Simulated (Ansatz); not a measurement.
**CS₂, singlet: reading a ladder of total energies**

Geometry: MP2(full)/6-31G*, from the G2/97 set.

```yaml
atoms:
  - { symbol: S, position_ang: [0.0000, 0.0000, 1.5611] }
  - { symbol: C, position_ang: [0.0000, 0.0000, 0.0000] }
  - { symbol: S, position_ang: [0.0000, 0.0000, -1.5611] }
```

Basis 6-31G* (Cartesian d functions); Ansatz 0.2.0. Only valence electrons are correlated (noble-gas cores frozen), which leaves 16 electrons in 42 orbitals. Prefix R: restricted or restricted open-shell reference.

Full CI isn't at hand for all of this; RCCSDT(Q) serves as the reference, and is uncertain by about the last step of the cluster series.

Runs differ by some tens of microhartree through their thresholds, so steps under 0.03 kcal/mol mean nothing.

```
    level  total energy (hartree)
      RHF             -832.883474
     RMP2             -833.264704
    RCCSD             -833.277158
 RCCSD(T)             -833.300409
   RCCSDT             -833.301318
RCCSDT(Q)             -833.303045
```

**Question.** What is the correlation energy at RCCSDT(Q), and what share of it do RMP2 and RCCSDT recover?

**Answer.** E(corr) = -833.303045 − (-832.883474) = -0.419571 hartree = -11.417 eV. RMP2: -0.381230 / -0.419571 = 90.86 %. RCCSDT: -0.417844 / -0.419571 = 99.59 %.

**Question.** By how many kcal/mol does RCCSD(T) miss RCCSDT(Q) (1 hartree = 627.509 kcal/mol), and which steps make up the rest?

**Answer.** -833.300409 − (-833.303045) = 0.002636 hartree = 1.65 kcal/mol. Steps: RCCSDT − RCCSD(T) = -0.57, RCCSDT(Q) − RCCSDT = -1.08 kcal/mol. Differences between like states or geometries often cancel part of this.
